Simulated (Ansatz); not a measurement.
Reaction (SMILES): CN (CH3-NH2) → [CH2]N (CH2-NH2) + H atom
B3LYP-D3(BJ)/def2-TZVP geometries, fixed; electronic energies without zero-point terms.
Largest species:
```
C
H 1 1.0912
H 1 1.0912 2 107.19
H 1 1.0988 2 107.88 3 -115.94
N 1 1.4624 2 109.21 3 118.20
H 5 1.0129 1 110.75 2 -179.27
H 5 1.0129 6 106.88 1 120.72
```
Charge 0, spin multiplicity 1.

Effect of a fitting basis named in the input at r2SCAN/cc-pVTZ with Ansatz (a first-principles code), against the last row, where the bond dissociation energy is 94.59 kcal/mol. Open shells are unrestricted. The default fits or decomposes integrals by the program's own choice; accuracy: high also tightens integrals, grids and stops.

```tsv
setting	largest shift of a total energy (mEh)	shift of the bond dissociation energy (kcal/mol)
fitting: def2-SV(P)-JKFIT	-0.069	-0.020
fitting: def2-universal-JKFIT	-0.069	-0.020
fitting: cc-pVTZ-JKFIT	-0.025	0.002
fitting: cc-pVQZ-JKFIT	-0.007	-0.001
fitting: cc-pV5Z-JKFIT	-0.004	-0.001
fitting: def2-universal-JFIT	-0.221	0.009
accuracy: high	0.002	0.000
accuracy: medium (default)	0.000	0.000
```

Within 0.02 kcal/mol in the bond dissociation energy: fitting: def2-SV(P)-JKFIT; fitting: def2-universal-JKFIT; fitting: cc-pVTZ-JKFIT; fitting: cc-pVQZ-JKFIT; fitting: cc-pV5Z-JKFIT; fitting: def2-universal-JFIT; accuracy: high. The largest shift is 0.221 mEh in a total energy and 0.020 kcal/mol in the difference.
